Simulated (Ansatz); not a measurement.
# AlPH+ (triplet): wave-function methods side by side, cc-pVDZ

How much of the correlation energy of AlPH+ (triplet) does each wave-function method recover here?

The runs use Ansatz 0.2.0, Gaussian basis; cc-pVDZ, core rule «outside noble gas», up to 10 orbitals frozen.

The runs, in order: UHF; CCSD(T) on ROHF; CCSD(T) on UHF; BCCD(T) on ROHF; CISD; CCSDT(Q) on ROHF; CCSDT(Q) on UHF.

27 further runs of the same task are left out: 8 for a known fault of the program, 5 that didn't finish, 14 set aside as unsound or not needed.

**1. The geometry**

The geometry is a PBE0/def2-TZVP stationary point (not a proven minimum) of the parent state, kept for this charge and spin.

3 atoms, charge 1, spin multiplicity 3.

Atoms are counted from 1 here; the program's logs count them from 0.

Bond lengths: Al1–P2 2.144 Å, Al1–H3 1.581 Å. Angles: P2–Al1–H3 180.0°.

Coordinates:

```xyz
3
AlHP
Al    0.0000    0.0000    0.1876
P     0.0000    0.0000   -1.9566
H     0.0000    0.0000    1.7690
```

**2. UHF**

Contents of in.yaml:

```yaml
crystal:
  periodic: [false, false, false]
  atoms:
    - {symbol: Al, position_ang: [0.000000, 0.000000, 0.187600]}
    - {symbol: P, position_ang: [0.000000, 0.000000, -1.956600]}
    - {symbol: H, position_ang: [0.000000, 0.000000, 1.769000]}
basis:
  gaussian: {orbitals: cc-pVDZ}
total_charge: 1
magnetization: {spin_polarized: true, initial_magnetization: 2}
hamiltonian: {xc: hf}
output: {orbitals: {seedname: orbitals}}
```

On the command line:

```
$ ansatz run in.yaml --threads 1 --pin off --events-out ev --progress --plain --max-ram 2393MiB
```

After this run come: CCSD(T) on ROHF; CCSD(T) on UHF; BCCD(T) on ROHF; CISD; CCSDT(Q) on ROHF; CCSDT(Q) on UHF.

Q: Predict the results of all the runs planned. Wanted: UCCSDT(Q) below the RHF energy; RMP2 from UCCSDT(Q); UMP2 from UCCSDT(Q); RCCSD from UCCSDT(Q); RCCSD(T) from UCCSDT(Q); UCCSD(T) from UCCSDT(Q); RCCSDT(Q) from UCCSDT(Q); T1 diagnostic.

The runs gave:

```
                         quantity                                                   value
   UCCSDT(Q) below the RHF energy                                              -4.1911 eV
              RMP2 from UCCSDT(Q)                                              +943.5 meV
              UMP2 from UCCSDT(Q)                                              +971.9 meV
             RCCSD from UCCSDT(Q)                                              +147.7 meV
          RCCSD(T) from UCCSDT(Q)                                               +36.1 meV
          UCCSD(T) from UCCSDT(Q)                                               +35.9 meV
         RCCSDT(Q) from UCCSDT(Q)                                                +0.5 meV
levels within 1 kcal/mol (43 meV)  RCCSD(T), UCCSD(T), BCCD(T), RCCSDT, UCCSDT, RCCSDT(Q)
                    T1 diagnostic                                                   0.020
```

RCCSD(T) misses by +36.1 meV, 0.9 % of the correlation energy. These misses are within one basis, not against nature; the frozen cores of restricted and unrestricted runs differ, which can shift their rows.
